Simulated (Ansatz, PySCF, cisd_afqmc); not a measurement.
Species: SO, charge 0, triplet. SO (SMILES O=S, triplet).
B3LYP-D3(BJ)/def2-TZVP minimum from Ansatz (a quantum-chemistry and plane-wave program):
```xyz
2

O      0.0000     0.0000    -0.9933
S      0.0000     0.0000     0.4966
```
Charge 0, spin multiplicity 3.

Atomisation energy term by term, kcal/mol (programs: Ansatz, cisd_afqmc). UHF or UKS for unpaired electrons; spin-orbit terms are left out. Correlated methods leave the cores frozen. Rows without X2C or -DK are non-relativistic. AFQMC/CISD: phaseless, guided by CISD from CCSD amplitudes; bars are statistical, one sigma. Outlying blocks are dropped, and bars are widened where a walk drifts. Over all cases where full CI ran beside it in this data, AFQMC minus full CI had a median of +0.1 mEh and passed +0.4 mEh in a tenth of the cases. CBS(X,Y): correlation extrapolated as X^-3, Hartree-Fock from the larger set (Q,5: extrapolated as (X+1)exp(-9√X)). A bracket is a step between two methods taken in the basis named. '+ core + X2C': CCSD(T) terms for core correlation (cc-pwCVTZ, 1s frozen past Ne) and scalar relativity (cc-pVTZ-DK). The UHF reference of OS (O=S, triplet) is spin-contaminated (<S^2> up to 0.06 over the pure value in the sets run).

```json
[
 {"term": "Hartree-Fock", "basis": "CBS(cc-pV(Q+d)Z,cc-pV(5+d)Z)", "kcal/mol": "55.59"},
 {"term": "CCSD correlation", "basis": "CBS(cc-pV(Q+d)Z,cc-pV(5+d)Z)", "kcal/mol": "62.11"},
 {"term": "(T)", "basis": "CBS(cc-pV(Q+d)Z,cc-pV(5+d)Z)", "kcal/mol": "7.79"},
 {"term": "CCSDT(Q) - CCSD(T)", "basis": "cc-pV(Q+d)Z", "kcal/mol": "0.58"},
 {"term": "CCSDTQ - CCSDT(Q)", "basis": "cc-pV(D+d)Z", "kcal/mol": "-0.12"},
 {"term": "core correlation", "basis": "cc-pwCVTZ", "kcal/mol": "0.55"},
 {"term": "scalar relativity", "basis": "X2C, cc-pVTZ-DK", "kcal/mol": "-0.31"},
 {"term": "minus zero-point energy", "basis": "Hessian by PySCF at B3LYP-D3(BJ)/def2-TZVP", "kcal/mol": "-1.65"},
 {"term": "sum: D0", "basis": "", "kcal/mol": "124.5"}
]
```

The step beyond CCSD(T) by other levels: CCSDTQ in cc-pV(D+d)Z 0.81; AFQMC/CISD in cc-pV(D+d)Z 0.22 ± 0.27; CCSDT(Q) in cc-pV(D+d)Z 0.92; CCSDT(Q) in cc-pV(T+d)Z 0.60 kcal/mol.
